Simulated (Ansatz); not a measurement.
# Worked example: correlation energy of CH4, singlet

Geometry: a point of a breathe scan, not a stationary point.

```xyz
5

C     0.0000    0.0000    0.0000
H     0.7147    0.7170    0.7161
H    -0.7187   -0.7132    0.7157
H    -0.7131    0.7149   -0.7198
H     0.7171   -0.7186   -0.7120
```

Basis 6-31G; Ansatz 0.2.0. Only valence electrons are correlated (noble-gas cores frozen), which leaves 8 electrons in 16 orbitals. R marks a restricted (for open shells ROHF) determinant.

Full CI is exact within this basis and frozen core; it isn't the basis-set limit.

Runs differ by some tens of microhartree through their thresholds, so steps under 0.03 kcal/mol mean nothing.

| level | total energy (hartree) |
| --- | --- |
| RHF | -40.128222 |
| RMP2 | -40.237830 |
| RCCSD | -40.261029 |
| RCCSD(T) | -40.263459 |
| RCCSDT | -40.263772 |
| RCCSDT(Q) | -40.263846 |
| RCCSDTQ | -40.263837 |
| full CI | -40.263855 |

Question: What is the correlation energy at full CI, and what share of it do RMP2 and RCCSD recover?

Answer: E(corr) = -40.263855 − (-40.128222) = -0.135633 hartree = -3.691 eV. RMP2: -0.109608 / -0.135633 = 80.81 %. RCCSD: -0.132807 / -0.135633 = 97.92 %.

Question: By how many kcal/mol does RCCSD(T) miss full CI (1 hartree = 627.509 kcal/mol), and which steps make up the rest?

Answer: -40.263459 − (-40.263855) = 0.000396 hartree = 0.25 kcal/mol. Steps: RCCSDT − RCCSD(T) = -0.20, RCCSDT(Q) − RCCSDT = -0.05, RCCSDTQ − RCCSDT(Q) = 0.01, full CI − RCCSDTQ = -0.01 kcal/mol. That is within 1 kcal/mol of the reference in this basis, which itself misses far more of the correlation at the basis-set limit.
